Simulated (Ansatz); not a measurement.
This geometry of C3H6OS (11 atoms, charge 0, multiplicity 1) is a first-order saddle point.

Theory: RKS PBE0-D4/def2-SVP in Ansatz 0.2.0.

```xyz
11
Properties=species:S:1:pos:R:3
C -1.710 0.174 1.124
O -0.986 -0.365 0.048
C 0.244 0.102 -0.192
C 1.034 -0.400 -1.152
S 2.561 0.390 -1.537
H -2.626 0.660 0.751
H -1.997 -0.635 1.814
H -1.117 0.917 1.683
H 0.582 0.941 0.433
H 0.684 -1.229 -1.774
H 3.399 -0.612 -1.177
```

Q: Which two structures does it join? (They come from a converged band through this point; their orientation in space is the band's.)

A: No bond is made or broken. The dihedral H8–C1–O2–C3 goes from 57 to -63°.

Initial state:

```xyz
11
Properties=species:S:1:pos:R:3
C -1.765 0.391 0.939
O -1.054 0.016 -0.212
C 0.281 0.105 -0.137
C 1.089 -0.394 -1.084
S 2.815 -0.045 -1.050
H -2.833 0.341 0.692
H -1.565 -0.293 1.783
H -1.522 1.422 1.250
H 0.693 0.636 0.732
H 0.661 -0.918 -1.944
H 3.267 -1.318 -0.950
```

Final state:

```xyz
11
Properties=species:S:1:pos:R:3
C -1.601 0.057 1.265
O -0.913 -0.534 0.193
C 0.182 0.110 -0.235
C 0.997 -0.401 -1.168
S 2.296 0.580 -1.843
H -1.938 1.079 1.018
H -2.482 -0.565 1.467
H -0.979 0.096 2.177
H 0.376 1.100 0.201
H 0.787 -1.386 -1.596
H 3.340 -0.192 -1.458
```

Q: How far does it lie above each of them?

A: 0.039 eV above the first and 0.039 eV above the second. This is the barrier of this one path; another mechanism may lie lower.

The run took 2.1 min on 2 threads of Arm Neoverse V1, on a shared host, peak memory 0.23 GiB.
